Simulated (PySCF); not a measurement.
**Löwdin shares of the frontier orbitals**

Compound: CH₂Cl₂.
Structure used (PBE0-D3(BJ)/def2-SVP), in Å, numbered top down from 1:
```xyz
5
CH2Cl2 angstrom
Cl    -1.4741    0.7887    0.0220
C      0.0178   -0.1602   -0.0024
Cl     1.4742    0.8265   -0.1664
H      0.0844   -0.7173    0.9390
H     -0.0282   -0.8478   -0.8547
```

Method used: TDDFT B3LYP/def2-SVPD, vertical, gas phase, core orbitals frozen in the response in PySCF 2.14.0, density-fitted response routines.

Frontier orbitals with the atoms that hold most of them (Löwdin shares over 4%, at most four atoms; ? is withheld):

```tsv
orbital	ε (eV)	atoms
HOMO-3	-9.27	Cl1 41%, Cl3 41%, C2 15%
HOMO-2	-9.20	Cl1 44%, Cl3 44%, C2 10%
HOMO-1	-8.75	?
HOMO	?	Cl3 38%, Cl1 38%, C2 14%, H5 5%
LUMO	-0.62	?
LUMO+1	0.32	Cl3 33%, Cl1 33%, C2 27%
LUMO+2	0.46	Cl1 27%, Cl3 27%, C2 25%, H5 10%
```

(1) Give the leading atoms of the LUMO.

(2) Which atoms hold the HOMO-1, and with what shares?

(3) What is the HOMO energy, and the HOMO–LUMO gap?

## Answers

(1) Cl3 (bonded to C) 33%; Cl1 (bonded to C) 33%; C2 (bonded to 2 Cl and 2 H) 24%; H4 (bonded to C) 5%. By element: chlorine 67%, carbon 24%, hydrogen 5% or more.

(2) Cl3 (bonded to C) 48%; Cl1 (bonded to C) 48%.

(3) ε(HOMO) = -8.56 eV; the gap is 7.94 eV (0.2917 hartree).

**Question.** The HOMO–LUMO gap is 7.94 eV. Where does the response calculation put the lowest singlet, and from which orbitals?

**Answer.** S1 is at 6.68 eV (f = 0.0006), 1.26 eV below the gap, made of HOMO→LUMO (98%). Without the coupling terms of the response equations the lowest excitation would equal the gap.

**Question.** One configuration dominates each of S1, S2, S3, S5 and S6. Which, and how do the shares of the two leading atoms of either orbital change from the occupied to the empty one?

**Answer.** 
- S1 (6.68 eV, f 0.0006), HOMO→LUMO (98%): Cl3 38% → 33%, Cl1 38% → 33%
- S2 (7.02 eV, f 0.025), HOMO-1→LUMO (95%): Cl3 48% → 33%, Cl1 48% → 33%
- S3 (7.30 eV, f 0.0000), HOMO-2→LUMO (91%): Cl1 44% → 33%, Cl3 44% → 33%
- S5 (7.70 eV, f 0.0000), HOMO→LUMO+1 (91%): Cl3 38% → 33%, Cl1 38% → 33%
- S6 (7.92 eV, f 0.0054), HOMO-1→LUMO+1 (94%): Cl3 48% → 33%, Cl1 48% → 33%
